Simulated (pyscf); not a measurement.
H₃Si–NH–NH–SiH₃ -> H₂N–SiH₂–NH–SiH₃, a concerted two-bond exchange (singlet surface; H–Si, N–N broken, N–Si, H–N formed). Structures and frequencies: ωB97X-D3(BJ)/def2-SVP in PySCF. Energies in eV from the reactant's lowest minimum found.

AM1 to PM7: differences of heats of formation from MOPAC. 

### Question
In single points AM1 puts the saddle at 4.75 eV and the reaction energy at -2.50 eV. Should these be trusted to within a few kcal/mol? Compare with ωB97M-D3(BJ)/def2-TZVP.

### Answer
ωB97M-D3(BJ)/def2-TZVP gives ΔE‡ = 2.73 eV and ΔE = -2.62 eV. AM1 lies 2.02 eV over it in the barrier and 0.12 eV over it in the reaction energy, so on this step it does not hold to within 0.13 eV. ωB97M-D3(BJ)/def2-TZVP has limits of its own. From the product side, H₂N–SiH₂–NH–SiH₂• + H• lies, by one bond made or cut, 1.17 eV under this saddle at ωB97M-D3(BJ). One saddle was located; it need not be the lowest between these sides. A restricted solution here is unstable towards spin polarisation, so biradical character is likely and single-reference numbers are less safe.
